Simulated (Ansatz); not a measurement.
A displaced shape of singlet LiH:

```yaml
atoms:
  - { symbol: Li, position_ang: [0.0449, -0.0017, -0.4215] }
  - { symbol: H, position_ang: [-0.0070, -0.0111, 1.1501] }
```

It was optimised with PBE0/def2-SVP in Ansatz (development build ahead of 0.2.0) to forces under 0.001 eV/Å, with restricted orbitals. Each step stands on the lowest determinant of that kind that the program's search found.

(1) What shape does it relax to, and how does the optimisation go?

## Answers

(1)

```xyz
2

Li    0.0453   -0.0016   -0.4340
H    -0.0074   -0.0111    1.1627
```

Bond lengths: Li1–H2 1.598 Å.

```
step  E − E(start) (eV)  largest force (eV/Å)
   1             0.0000                0.1731
   2            -0.0021                0.0168
   3            -0.0021                0.0001
```

The optimisation ended after 3 steps with its threshold met.
